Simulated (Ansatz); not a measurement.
Geometry optimisation, Ansatz 0.2.0, RKS r2SCAN/def2-SVP.

The input (input.yaml):

```yaml
crystal:
  periodic: [false, false, false]
  atoms:
    - { symbol: B, position_ang: [0.050561, -0.446203, -0.355248] }
    - { symbol: H, position_ang: [-0.041686, 0.136323, 1.967498] }
    - { symbol: H, position_ang: [1.069894, 0.185689, -0.450538] }
    - { symbol: H, position_ang: [-1.044735, 0.027904, -0.563967] }
    - { symbol: O, position_ang: [0.188584, -1.783196, -0.045575] }
    - { symbol: H, position_ang: [-0.652922, -2.255747, -0.004172] }
    - { symbol: H, position_ang: [0.064703, -0.552269, 1.801203] }
basis:
  gaussian: { orbitals: def2-SVP }
hamiltonian:
  xc: r2scan
relax:
  f_tol: 0.03
  max_steps: 50
output:
  orbitals: {}
```

Launched with:

```bash
$ ansatz run input.yaml --threads 1 --pin off --max-ram 2048MiB --backend cpu --events-out ev --progress --plain --runs-dir out
```

Q: Where does it end, and by what steps?

A: It converged. The force dipped under the threshold on the way, but the program's further checks kept it going. After 47 steps the energy has fallen by 0.224 eV; H4 moved furthest, 1.72 Å.

```
step  energy less start (eV)  largest force component (eV/Å)  accepted
   0                  0.0000                           1.719       yes
   2                 -0.1693                           0.565       yes
   4                 -0.1937                           0.217       yes
   6                 -0.1952                           0.084       yes
   8                 -0.1961                           0.067       yes
  10                 -0.1963                           0.189        no
  12                 -0.1974                           0.156       yes
  14                 -0.1996                           0.114       yes
  16                 -0.2024                           0.101       yes
  18                 -0.1931                           0.638        no
  20                 -0.2043                           0.325        no
  22                 -0.2084                           0.080       yes
  24                 -0.2090                           0.278        no
  26                 -0.2115                           0.034       yes
  28                 -0.2133                           0.143       yes
  30                 -0.2137                           0.333        no
  32                 -0.2163                           0.113       yes
  34                 -0.2174                           0.148       yes
  36                 -0.2197                           0.034       yes
  38                 -0.2202                           0.025       yes
  40                 -0.2215                           0.074       yes
  42                 -0.2168                           0.446        no
  44                 -0.2228                           0.044       yes
  46                 -0.2237                           0.071       yes
  47                 -0.2239                           0.029       yes
```

```xyz
7
Properties=species:S:1:pos:R:3
B 0.072 -0.543 -1.102
H 0.097 -0.532 3.501
H 1.053 0.121 -1.332
H -0.698 -0.900 -1.972
O -0.139 -0.881 0.188
H -0.935 -1.414 0.319
H 0.184 -0.538 2.746
```

Whether the end is a true minimum wasn't checked by a vibrational analysis.

Run time: 73 s on 1 thread of Arm Neoverse V1, with other jobs on the host, peak memory 0.11 GiB.
